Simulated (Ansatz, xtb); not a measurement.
C4H10OS: which of two isomers lies lower

Structure X: `CO[C@H](C)SC`, a singlet. Structure Y: `CCOCCS`, a singlet. Both are isolated molecules in the gas phase, relaxed with B3LYP-D3(BJ)/def2-SVP, each in the lowest conformer that the search found.

Problem. Which of the two would you expect CCSD(T)/def2-SVP + ΔMP2/def2-TZVPP electronic energies to favour?

Solution. Too close to call at this level: CCSD(T)/def2-SVP + ΔMP2/def2-TZVPP gives E(Y) − E(X) = −0.83 kcal/mol.

Level by level:

| level | geometry | E(Y) − E(X) (kcal/mol) | departure from the last row (kcal/mol) | job, with rough time for the two |
| --- | --- | --- | --- | --- |
| GFN2-xTB | GFN2-xTB | +1.39 | +2.22 | optimisation, 0.18 s |
| HF/STO-3G | GFN2-xTB | +1.81 | +2.64 | single point, 0.2 s |
| r2SCAN-D4/def2-SVP | GFN2-xTB | −0.72 | +0.11 | single point, 1.1 s |
| B3LYP-D3(BJ)/def2-SVP | B3LYP-D3(BJ)/def2-SVP | −0.77 | +0.06 | optimisation, 13 s |
| HF/def2-SVP | B3LYP-D3(BJ)/def2-SVP | −5.48 | −4.65 | part of the CCSD(T) run |
| MP2/def2-SVP | B3LYP-D3(BJ)/def2-SVP | −1.82 | −0.99 | part of the CCSD(T) run |
| CCSD(T)/def2-SVP | B3LYP-D3(BJ)/def2-SVP | −2.54 | −1.71 | single point |
| CCSD(T)/def2-SVP + ΔMP2/def2-TZVPP | B3LYP-D3(BJ)/def2-SVP | −0.83 |  | single point, 17 s |

As drawn, Y has 1 C–C, 1 S–H in place of 1 C–S, 1 C–H.

The largest departure from CCSD(T)/def2-SVP + ΔMP2/def2-TZVPP is that of HF/def2-SVP, 4.65 kcal/mol. The last row adds to CCSD(T) the change of the MP2 difference between the two basis sets, here +1.71 kcal/mol.

With thermal terms from frequencies at re-optimised GFN2-xTB minima (ideal gas, soft modes damped towards free rotors, one conformer each, 298.15 K, 1 atm): the zero-point term adds −0.80 kcal/mol; ΔH is −1.80 and ΔG −1.86 kcal/mol.

The correlated steps freeze 10 core orbitals. Mirror images aren't counted in ΔG. Run with Ansatz 0.2.0, xtb 6.7.1; the last row on 4 threads of AMD EPYC 9R45 96-Core Processor (Zen 5) on a shared host.
